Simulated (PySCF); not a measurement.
# Electronic absorption of C4H4FP

C4H4FP.
SMILES: `C#CC/P=C\F`

Computed, not measured: TDDFT PBE0/def2-SVPD, vertical, gas phase, core orbitals frozen in the response in PySCF. Isolated species at its PBE0-D3(BJ)/def2-SVP geometry (one conformer only). Torsions of this conformer, `[CH:1]#[C:2][CH2:3]/[P:4]=[CH:5]\[F:6]`: C2–C3–P4–C5 90°.

| state | E (eV) | λ (nm) | f | \|μ\| (D) | main configurations (H = HOMO, L = LUMO) |
| --- | --- | --- | --- | --- | --- |
| S1 | 4.71 | 263.1 | 0.012 | 0.82 | H-1→L (60%), H→L (36%) |
| S2 | 5.15 | 240.6 | 0.0026 | 0.36 | H-2→L (88%) |
| S3 | 5.53 | 224.1 | 0.140 | 2.59 | H→L (49%), H-1→L (20%), H-3→L (14%) |
| S4 | 5.79 | 214.1 | 0.040 | 1.35 | H-3→L (60%), H→L+1 (16%), H-1→L (10%) |
| S5 | 5.92 | 209.3 | 0.0043 | 0.44 | H→L+1 (72%), H-3→L (18%) |
| S6 | 6.39 | 193.9 | 0.013 | 0.73 | H-2→L+1 (36%), H-1→L+1 (13%), H-2→L+2 (12%) |
| S7 | 6.56 | 189.1 | 0.062 | 1.57 | H-1→L+1 (56%), H-2→L+3 (14%), H→L+3 (10%) |
| S8 | 6.61 | 187.6 | 0.013 | 0.71 | H-2→L+1 (34%), H→L+3 (25%), H-1→L+3 (21%) |
| S9 | 6.85 | 180.9 | 0.023 | 0.95 | H→L+2 (57%), H-2→L+3 (16%) |
| S10 | 7.06 | 175.6 | 0.052 | 1.39 | H-1→L+2 (41%), H→L+4 (20%), H→L+2 (16%) |

Triplets, Tamm–Dancoff:

```csv
state,E (eV),λ (nm),"main configurations (H = HOMO, L = LUMO)"
T1,2.78,446.7,"H→L (78%), H-1→L (18%)"
T2,4.12,300.8,"H-1→L (60%), H-3→L (26%), H→L (12%)"
T3,4.91,252.3,"H-3→L (41%), H-2→L (16%)"
T4,5.07,244.7,"H-2→L (69%), H-2→L+3 (9%)"
```

The lowest singlet lies at 4.71 eV (263 nm, ultraviolet) and is weak; its leading configuration is HOMO-1→LUMO (60%). The strongest level in the table is S3 at 5.53 eV (224 nm, f = 0.140). Löwdin shares by element: HOMO carbon 52% or more, phosphorus 31% (atoms not listed hold the other 17%); LUMO phosphorus 41%, carbon 41% or more, fluorine 9%. Orbital energies (eV): HOMO-3 -8.78, HOMO-2 -7.93, HOMO-1 -7.70, HOMO -7.34, LUMO -1.66, LUMO+1 0.00, LUMO+2 0.76. Weighted by f, the mean energy of these states is 6.08 eV. The listed states span 2.35 eV, and the widest gap between neighbours is 0.47 eV (S5 to S6). No computed singlet lies in the visible range (380 to 750 nm); the lowest, at 263 nm, stands 1.45 eV above its violet end (3.26 eV); a Tamm–Dancoff triplet lies at 447 nm, without intensity as long as spin–orbit coupling is left out. The vertical ionisation energy (ΔSCF) is 9.27 eV, 2.21 eV above S10. Singlets were solved by full linear response, triplets in the Tamm–Dancoff approximation.

The run took 1.8 min of wall time on one thread of an Arm Neoverse V2, no GPU, shared host with 96 logical CPUs at a one-minute load of 36, and the process peaked at 0.71 GiB of memory.
